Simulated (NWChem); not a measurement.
Total energies of S (+1)

SMILES: [S+]
```xyz
1

S      0.0000     0.0000     0.0000
```
Charge +1, spin multiplicity 4.

All runs are NWChem calculations.

Basis set: def2-SVP (18 functions).

| method | total energy (Ha) |
|---|---|
| UHF | -397.02866 |
| UMP2 | -397.09698 |
| UB2PLYP | -397.47175 |
| UPBE | -397.42158 |
| UB3LYP | -397.61142 |
| UBLYP | -397.59993 |

Total energies of different functionals aren't comparable as a measure of quality: only differences taken within one method are. 

The correlated methods keep 5 core orbitals frozen. B3LYP has NWChem's definition, with VWN1-RPA local correlation. The stability of the SCF solutions was not checked. Open-shell Hartree-Fock references start from PBE0 orbitals.
